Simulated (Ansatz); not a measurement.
**Worked example: correlation energy of Si2, quintet**

Geometry: that of the Si2, triplet, kept fixed. The triplet lies 1.5 eV lower here.

```xyz
2

Si    0.0000    0.0000    0.0000
Si    0.0000    0.0000    2.2547
```

Basis cc-pVTZ; Ansatz 0.2.0. Only valence electrons are correlated (noble-gas cores frozen), which leaves 8 electrons in 58 orbitals. R marks a restricted (for open shells ROHF) determinant, U an unrestricted one.

Full CI isn't at hand for all of this; UCCSDT(Q) serves as the reference, and is uncertain by about the last step of the cluster series.

Runs differ by some tens of microhartree through their thresholds and, for an open shell, their frozen cores, so steps under 0.03 kcal/mol mean nothing.

```
    level  total energy (hartree)
      UHF             -577.740515
     UMP2             -577.885184
    UCCSD             -577.913188
 UCCSD(T)             -577.923518
   UCCSDT             -577.925321
UCCSDT(Q)             -577.926047
```

Task: What is the correlation energy at UCCSDT(Q), and what share of it do UMP2 and UCCSDT recover?

Result: E(corr) = -577.926047 − (-577.740515) = -0.185532 hartree = -5.049 eV. UMP2: -0.144669 / -0.185532 = 77.98 %. UCCSDT: -0.184806 / -0.185532 = 99.61 %.

Task: By how many kcal/mol does UCCSD(T) miss UCCSDT(Q) (1 hartree = 627.509 kcal/mol), and which steps make up the rest?

Result: -577.923518 − (-577.926047) = 0.002529 hartree = 1.59 kcal/mol. Steps: UCCSDT − UCCSD(T) = -1.13, UCCSDT(Q) − UCCSDT = -0.46 kcal/mol. Differences between like states or geometries often cancel part of this.
